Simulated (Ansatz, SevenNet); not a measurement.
Lattice constant a (Å) of 21 elemental metals, computed with the machine-learned potential SevenNet-l3i5 (trained on PBE and PBE+U data) and with PBE (plane waves, PAW; Ansatz, an electronic-structure program). The set holds measured phases with no doubt noted on the run or the magnetic state but for the caveats below. 20 more of the class have both values but aren't in it, for one of these reasons: built or high-temperature cells, doubts on the run or the magnetic state, unlike cells, values of zero, layered or molecular crystals, cells that aren't cubic. Solids without a value at one level (not run, failed, or a magnetic order lost), or held back for tests, aren't counted.

All rows, in order of the shift (worked out from unrounded values):

| solid | SevenNet-l3i5 | PBE | shift (%) |
|---|---|---|---|
| bcc Ba | 5.058 | 5.021 | -0.73 |
| fcc Rh | 3.848 | 3.830 | -0.46 |
| fcc Ag | 4.165 | 4.147 | -0.43 |
| bcc Fe | 2.843 | 2.831 | -0.41 |
| bcc Mo | 3.171 | 3.161 | -0.34 |
| bcc Nb | 3.321 | 3.310 | -0.32 |
| fcc Pd | 3.955 | 3.943 | -0.29 |
| fcc Au | 4.170 | 4.158 | -0.29 |
| fcc Pt | 3.977 | 3.970 | -0.17 |
| bcc W | 3.189 | 3.184 | -0.17 |
| fcc Ir | 3.876 | 3.871 | -0.14 |
| bcc Ta | 3.322 | 3.319 | -0.08 |
| fcc Ca | 5.529 | 5.526 | -0.05 |
| bcc V | 2.997 | 2.997 | 0.00 |
| fcc Sr | 6.029 | 6.030 | +0.01 |
| fcc Pb | 5.039 | 5.040 | +0.03 |
| fcc Al | 4.038 | 4.040 | +0.03 |
| fcc Ni | 3.512 | 3.519 | +0.19 |
| bcc Na | 4.188 | 4.197 | +0.22 |
| bcc Li | 3.426 | 3.435 | +0.24 |
| fcc Cu | 3.613 | 3.629 | +0.45 |

The shift from SevenNet-l3i5 to PBE has a median of -0.14 %, and eight in ten lie between -0.43 % and +0.22 %; PBE is the larger in 7 of 21.

Ansatz's runs of these crystals have no spin polarisation, but for bcc Fe, fcc Ni.

Density-functional runs with spin start from parallel moments for bcc Fe, parallel moments for fcc Ni.

Spin–orbit coupling is left out, also for the solids with elements from indium on (bcc Ta, fcc Pt, bcc Ba, bcc W, fcc Ir, fcc Pb, fcc Au); its size isn't shown.

Ansatz's density-functional and Hartree–Fock values are scalar-relativistic unless marked +SOC, with PAW data made under PBE.
